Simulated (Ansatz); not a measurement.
# One arrangement of a pair

The pair of CH₄ (SMILES C, atoms 1–5) and CH₃F (SMILES CF, atoms 6–10), both closed shells, in one local arrangement (a lower one may exist), relaxed at PBE0-D4/def2-TZVP:

```
10
angstrom
C -0.0591 -0.1110 -1.9017
H -0.3396 0.9420 -1.8692
H -0.3987 -0.5442 -2.8422
H -0.5216 -0.6390 -1.0684
H 1.0254 -0.2006 -1.8360
C 0.0975 0.1561 1.9211
F -0.7583 -0.8513 1.5327
H 0.5227 0.6239 1.0307
H 0.8940 -0.2709 2.5343
H -0.4622 0.8949 2.4990
```

Program: Ansatz 0.2.0. Basis: def2-TZVPPD, with def2-QZVPPD for the basis limit. Cores are frozen in the correlated methods. B3LYP uses VWN-RPA correlation. Extrapolation: Hartree–Fock as exp(−7.88 √X), correlation as X^−2.97. Interaction energies count from these two fragments, frozen as in the pair, with the counterpoise correction; negative means bound.

Problem. What is the interaction energy by CCSD(T) at an estimated basis limit (MP2 extrapolated from triple and quadruple zeta, plus CCSD(T) − MP2 in triple zeta)? (Judge from chemistry; the value comes from the calculation.)

Solution. By the calculation: -0.84 kcal/mol. Hartree–Fock alone gives 0.30 kcal/mol at the basis limit, so without correlation the pair would not bind at this distance. It counts from the two fragments frozen as in the pair.

The same quantity by other methods in triple zeta, and each one's difference from that estimate:
```tsv
method	E_int (kcal/mol)	difference
PBE-D4	-0.97	-0.13
revPBE-D4	-0.68	0.16
BLYP-D4	-0.57	0.27
r2SCAN-D4	-0.78	0.06
B97M-V	-0.78	0.06
PBE0-D4	-0.87	-0.03
B3LYP-D4	-0.72	0.13
HSE06-D4	-0.87	-0.03
wB97X-V	-0.85	-0.01
wB97M-V	-0.78	0.06
B2PLYP	-0.27	0.57
HF	0.30	1.14
MP2	-0.68	0.16
CCSD	-0.59	0.25
CCSD(T)	-0.73	0.11
```
Differences are method less estimate.

Basis-set superposition shift (counterpoise-corrected less uncorrected): CCSD(T) 0.25; MP2 0.25; HF 0.03; PBE0-D4 0.03; wB97M-V 0.05 kcal/mol.

No T1 diagnostic of these runs exceeds 0.011.

For scale, one of the runs: CCSD(T)/def2-TZVPPD, 233 basis functions, launched by `ansatz run in.yaml --threads 4 --pin off --events-out ev --progress --plain --max-ram 9574MiB`. Hardware: 4 CPU threads of an Intel Xeon 6975P-C, shared host. Wall time 19 s; peak host memory 4.7 GiB.
